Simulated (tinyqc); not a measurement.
Inside a calculation. Method: Pariser-Parr-Pople SCF with singles CI, for the molecule NC(O)=CO (SMILES; centres numbered as the heavy atoms are written). Computed by tinyqc, a small Python program that keeps every step. Settings: charge = 0, gamma = Ohno, start = huckel, damping = 0.5, iteration cap = 60, excitations kept = 6. Command: `OMP_NUM_THREADS=1 python tinyqc.py 20456 20457 out.jsonl` (the two numbers bound the seeds that draw the settings). One thread of a shared host (Intel(R) Xeon(R) Processor @ 2.60GHz), about 0.01 s of CPU time with the checks. Later iterations appear only in the table of the cycle.

## PPP integrals

Centres (angstrom, eV; a flat drawing with bonds scaled to 1.40 angstrom):
```
centre          x          y  core charge z          W   gamma_rr
1N       1.697000  -0.700000              2  25.600000  16.800000
2C       0.485000   0.000000              1  11.160000  11.130000
3O       0.485000   1.400000              2  33.000000  21.500000
4C      -0.727000  -0.700000              1  11.160000  11.130000
5O      -1.940000   0.000000              2  33.000000  21.500000
```

Resonance integrals (eV):
```
i  j       beta
1  2  -2.240000
2  3  -2.240000
2  4  -2.390000
4  5  -2.240000
```

Ohno: gamma = 14.399645/sqrt(R^2 + a^2), a = 2 x 14.399645/(gamma_rr + gamma_ss); H_rr = -W_r - sum_(s != r) z_s gamma_rs; H_rs = beta for bonds.

repulsion gamma_rs (eV), lower triangle:
```
           1N         2C         3O         4C         5O
1N  16.800000
2C   8.283102  11.130000
3O   5.672336   8.700754  21.500000
4C   5.466427   7.554960   5.580617  11.130000
5O   3.810126   5.579912   5.001447   8.698581  21.500000
```

core matrix H (eV), lower triangle:
```
            1N          2C          3O          4C          5O
1N  -58.314454
2C   -2.240000  -63.842498
3O    0.000000   -2.240000  -68.628939
4C    0.000000   -2.390000    0.000000  -58.206209
5O    0.000000    0.000000    0.000000   -2.240000  -64.901639
```

## Starting guess

pi electrons, sum of z_r less the charge = 8

Orbitals of the Hueckel matrix of the beta values.

P at the start, lower triangle:
```
           1N         2C         3O        4C        5O
1N   1.761454
2C   0.451331   1.146076
3O  -0.238546   0.451331   1.761454
4C  -0.353182   0.668225  -0.353182  1.477092
5O   0.186670  -0.353182   0.186670  0.276377  1.853924
```

## Iteration 1: Fock matrix

F_rr = H_rr + P_rr gamma_rr / 2 + sum_(s != r) P_ss gamma_rs; F_rs = H_rs - P_rs gamma_rs / 2; E = tr P (H + F) / 2 + core repulsion sum_(r<s) z_r z_s gamma_rs.

F (eV), lower triangle:
```
           1N         2C          3O         4C          5O
1N  -8.895517
2C  -4.109212  -6.044198
3O   0.676556  -4.203462  -12.214635
4C   0.965322  -4.914205    0.985487  -5.742266
5O  -0.355618   0.985363   -0.466810  -3.442044  -10.207168
```

pi energy = -150.761893 eV

## Iteration 1: orbitals and new P

Diagonalise F (the basis is taken as orthonormal) and form P = 2 sum c c over the lowest orbitals; 0.5 of the old P is kept.

orbital energies (eV): -15.102125  -12.171555  -10.855624  -7.179642  2.205162

P after iteration 1, lower triangle:
```
           1N         2C         3O        4C        5O
1N   1.778808
2C   0.437506   1.132725
3O  -0.200902   0.395332   1.815349
4C  -0.362259   0.720025  -0.325295  1.400313
5O   0.167629  -0.331013   0.152839  0.273531  1.872805
```

## Iteration 2: Fock matrix

As before.

F (eV), lower triangle:
```
           1N         2C          3O         4C          5O
1N  -8.902388
2C  -4.051954  -5.980533
3O   0.569791  -3.959844  -11.987030
4C   0.990130  -5.109879    0.907674  -5.710538
5O  -0.319344   0.923511   -0.382207  -3.429667  -10.410889
```

pi energy = -151.007071 eV

## Iteration 2: orbitals and new P

As before.

orbital energies (eV): -14.878725  -12.263176  -10.769734  -7.307368  2.227624

P after iteration 2, lower triangle:
```
           1N         2C         3O        4C        5O
1N   1.791038
2C   0.427375   1.123903
3O  -0.176258   0.358443   1.849253
4C  -0.366775   0.753743  -0.305718  1.349789
5O   0.154215  -0.314816   0.130674  0.269631  1.886017
```

## Convergence

Stop when output and input P, before any damping, agree to 1e-7.

Course of the cycle:
```
iteration         E (eV)  largest |P(out) - P(in)|
1          -150.76189292                  1.54e-01
2          -151.00707134                  1.01e-01
3          -151.16720916                  6.64e-02
4          -151.26440502                  4.37e-02
5          -151.32090716                  2.89e-02
6          -151.35284078                  1.91e-02
7          -151.37053595                  1.27e-02
8          -151.38019928                  8.44e-03
9          -151.38541755                  5.64e-03
10         -151.38821048                  3.78e-03
11         -151.38969452                  2.53e-03
...                  ...                       ...
28         -151.39133880                  3.98e-06
29         -151.39133881                  2.74e-06
30         -151.39133881                  1.89e-06
31         -151.39133881                  1.31e-06
32         -151.39133881                  9.01e-07
33         -151.39133881                  6.22e-07
34         -151.39133882                  4.29e-07
35         -151.39133882                  2.96e-07
36         -151.39133882                  2.05e-07
37         -151.39133882                  1.41e-07
38         -151.39133882                  9.75e-08
```

Converged in 38 iterations.

## Converged orbitals

Charges are z - P_rr.

orbital energies (eV): -14.560832  -12.349056  -10.575851  -7.552847  2.228841

coefficients:
```
         MO1        MO2        MO3        MO4        MO5
1N  0.315118  -0.102565   0.706919  -0.547382  -0.301362
2C  0.589517  -0.080851   0.278861   0.345964   0.669685
3O  0.580460  -0.475358  -0.587135  -0.219007  -0.210737
4C  0.380019   0.387040   0.068656   0.571708  -0.611737
5O  0.267996   0.779216  -0.270298  -0.453727   0.205112
```

pi charges: 1N 0.181638, 2C -0.103044, 3O 0.088820, 4C -0.251555, 5O 0.084142

## Singles CI, singlets

Over the 4 single excitations with the smallest orbital gaps: A = (e_a - e_i) delta + 2 (ia|jb) - (ij|ab), with (pq|rs) = sum c_mp c_mq gamma_mn c_nr c_ns. f = 2/3 w |mu|^2 in atomic units, mu = sqrt2 sum c_ia sum_m c_mi c_ma R_m.

singlet CI matrix (eV), lower triangle:
```
           4>5        3>5       2>5       1>5
4>5   5.054684
3>5   0.026112   6.783525
2>5  -0.066179   0.018572  8.300460
1>5  -0.007116  -0.073948  0.024341  9.734764
```

singlet excitation energies (eV): 5.052923  6.781845  8.301635  9.737029

oscillator strengths: 0.670829  0.151565  0.126723  0.006682

## Singles CI, triplets

Over the 4 single excitations with the smallest orbital gaps: A = (e_a - e_i) delta - (ij|ab), with (pq|rs) = sum c_mp c_mq gamma_mn c_nr c_ns.

triplet CI matrix (eV), lower triangle:
```
           4>5        3>5       2>5       1>5
4>5   1.686701
3>5  -0.121055   5.029262
2>5  -0.334400  -0.082866  7.015564
1>5  -0.574771  -0.314043  0.019386  8.475636
```

triplet excitation energies (eV): 1.611257  5.007567  7.036425  8.551914
